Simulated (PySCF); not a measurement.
F₃HP (charge +1).
Atom-mapped SMILES: `[F:1][PH+:2]([F:3])[F:4]` (hydrogens: H5 on P2)

Computed by this run: PBE0-D3(BJ)/def2-SVP geometry optimisation, gas phase in PySCF; density fitting, grid level 1; the optimiser is geomeTRIC in internal coordinates, started from a GFN2-xTB structure.

Step 1: E = -17427.7172 eV
```
atom  x, y, z in Å  |  force x, y, z in eV/Å
F1     -0.5384    1.2244    0.5648    0.285  -0.185  -0.866
P2      0.0599   -0.0548   -0.0535   -1.279   0.863   2.714
F3     -1.1162   -0.8153   -0.6380    0.312  -0.093  -0.635
F4      1.1318    0.3212   -1.0378    0.211  -0.120  -0.674
H5      0.4968   -0.6873    1.1195    0.471  -0.466  -0.540
```

Step 2: E = -17427.8794 eV
```
atom  x, y, z in Å  |  force x, y, z in eV/Å
F1     -0.5544    1.2692    0.5346    0.252  -0.345  -0.413
P2      0.0433   -0.0367   -0.0045   -0.788   0.569   1.197
F3     -1.0895   -0.8107   -0.6547    0.112  -0.058  -0.237
F4      1.1025    0.3021   -1.0260    0.215  -0.046  -0.308
H5      0.5317   -0.7355    1.1058    0.209  -0.120  -0.239
```

Problem. Estimate the geometry and energy of step 3. (The exact step hangs on the optimiser's Hessian estimate; all steps are aligned on step 2, rigid shifts and turns removed.)

Solution. E = -17427.9116 eV, largest force 0.136 eV/Å
```
atom  x, y, z in Å  |  force x, y, z in eV/Å
F1     -0.5586    1.2892    0.5197   -0.003  -0.075  -0.055
P2      0.0226   -0.0273    0.0251   -0.061   0.108   0.057
F3     -1.0789   -0.8084   -0.6715   -0.028  -0.012   0.046
F4      1.0878    0.2859   -1.0099    0.093   0.011  -0.051
H5      0.5608   -0.7509    1.0917   -0.001  -0.032   0.002
```

The energy changes by -0.0322 eV. The first-order estimate −F·Δx gives -0.0642 eV and the mean of the old and new forces, exact on a quadratic surface, -0.0322 eV. The step makes an angle of 57° with the force vector and moves no atom by more than 0.037 Å.

The cost below is that of the whole optimisation. Time: 7.0 s wall; peak memory 0.34 GiB. Hardware: Intel Xeon Platinum 8488C, one thread, shared host with 96 logical CPUs at a one-minute load of 44.
